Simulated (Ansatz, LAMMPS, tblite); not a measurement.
**Lattice constant a of rock-salt KCl: levels of theory against measurement**

Reference value: 6.248 Å (measured, low temperature, not corrected to a static lattice; as tabulated in Doll and Stoll (1997), arXiv:cond-mat/9707218).

What do ionic model joung2008, GFN1-xTB, PBE, PBE-D4, HSE06 give, and how far is each from the reference?


```csv
level (code),value (Å),difference (%)
"ionic model joung2008 (rigid ions, set for SPC/E water, LAMMPS)",6.316,+1.09
GFN1-xTB (tblite),5.811,-6.99
PBE (Ansatz),6.382,+2.14
PBE-D4 (Ansatz),6.310,+0.99
HSE06 (Ansatz),6.345,+1.55
```

Leaving aside ionic model joung2008, which can be fitted to such values or carry a doubt: Of these levels PBE-D4 (+0.99 %) comes nearest. GFN1-xTB (-6.99 %) misses by most. Within 2 %: PBE-D4, HSE06. The least costly first-principles kind among them: DFT without exact exchange (PBE-D4).

The reference has no zero-point or thermal correction, while the calculations are for a static lattice, so the differences are not the levels' errors alone. A static lattice is as a rule a little smaller than the measured one.  GFN1-xTB: the cell moved over 20 % in volume from its start. GFN1-xTB: the method was fitted mainly to molecules. GFN1-xTB: the run uses a supercell at the zone centre in place of a k mesh. Cutoffs and k meshes differ between the levels. Ansatz's density-functional and Hartree–Fock values are scalar-relativistic unless marked +SOC, with PAW data made under PBE.

Empirical potentials (ionic model joung2008) are fitted to chosen data, which need not cover the solid at hand: agreement can be built in, and what lay outside the fit can be far off.

Differences are worked out from the printed values.

Ansatz is a first-principles code.
